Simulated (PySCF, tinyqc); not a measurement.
Worked calculation: coupled-perturbed Hartree-Fock on RHF in the sto-3g basis, for BH, spin multiplicity 1. The lowest restricted solution is unstable here: a spin-polarised one lies 0.0053 hartree lower (PySCF). One step of it, computed by the program tinyqc.

Problem. Coupled step 2. U_ai = -(mu_ai + sum_bj [4 (ai|bj) - (ab|ij) - (aj|bi)] U_bj) / (e_a - e_i); alpha = -4 sum U_ai mu_ai.

U after step 1:
```
           i1        i2         i3
a4   0.000000  0.000000   0.000000
a5   0.000000  0.000000   0.000000
a6  -0.004513  0.292665  -2.271877
```

dipole integrals <a|z|i> (bohr):
```
          i1         i2        i3
a4  0.000000   0.000000  0.000000
a5  0.000000   0.000000  0.000000
a6  0.097180  -0.434642  1.422140
```

orbital energies (hartree): MO1 -7.370879, MO2 -0.483092, MO3 -0.243087, MO4 0.255141, MO5 0.255141, MO6 0.430284

Two-electron integrals over orbitals (pq|rs), unique and non-zero (hartree):
```
(11|11) 2.892631    (21|11) -0.272597   (21|21) 0.040969    (22|11) 0.624522
(22|21) -0.009504   (22|22) 0.482741    (31|11) -0.167525   (31|21) 0.023348
(31|22) -0.013142   (31|31) 0.023158    (32|11) 0.137579    (32|21) -0.008380
(32|22) -0.023959   (32|31) 0.006204    (32|32) 0.116330    (33|11) 0.590978
(33|21) -0.009871   (33|22) 0.437353    (33|31) 0.003063    (33|32) 0.021837
(33|33) 0.483316    (41|41) 0.021610    (42|41) 0.023075    (42|42) 0.080421
(43|41) 0.014146    (43|42) 0.042987    (43|43) 0.041730    (44|11) 0.742012
(44|21) -0.010087   (44|22) 0.469478    (44|31) -0.005785   (44|32) 0.075122
(44|33) 0.446689    (44|44) 0.586773    (51|51) 0.021610    (52|51) 0.023075
(52|52) 0.080421    (53|51) 0.014146    (53|52) 0.042987    (53|53) 0.041730
(54|54) 0.031630    (55|11) 0.742012    (55|21) -0.010087   (55|22) 0.469478
(55|31) -0.005785   (55|32) 0.075122    (55|33) 0.446689    (55|44) 0.523513
(55|55) 0.586773    (61|11) -0.103257   (61|21) 0.018021    (61|22) 0.004792
(61|31) -0.001335   (61|32) -0.015820   (61|33) -0.013872   (61|44) -0.003517
(61|55) -0.003517   (61|61) 0.021635    (62|11) 0.157527    (62|21) -0.002841
(62|22) 0.048530    (62|31) -0.012769   (62|32) 0.030882    (62|33) -0.014926
(62|44) 0.085833    (62|55) 0.085833    (62|61) 0.011375    (62|62) 0.099468
(63|11) -0.156335   (63|21) 0.003885    (63|22) -0.002766   (63|31) -0.004529
(63|32) -0.105795   (63|33) -0.030554   (63|44) -0.085089   (63|55) -0.085089
(63|61) 0.009477    (63|62) -0.060764   (63|63) 0.128159    (64|41) 0.008203
(64|42) 0.029733    (64|43) -0.000090   (64|64) 0.027070    (65|51) 0.008203
(65|52) 0.029733    (65|53) -0.000090   (65|65) 0.027070    (66|11) 0.618189
(66|21) -0.006779   (66|22) 0.493743    (66|31) -0.013391   (66|32) -0.058808
(66|33) 0.463530    (66|44) 0.446259    (66|55) 0.446259    (66|61) 0.008387
(66|62) 0.016800    (66|63) 0.032180    (66|66) 0.548905
```

Give: U after step 2; polarisability.

Solution.

U after step 2:
```
        i1     i2      i3
a4   0.000  0.000   0.000
a5   0.000  0.000   0.000
a6  -0.002  0.232  -2.325
```

polarisability = 13.628 bohr^3
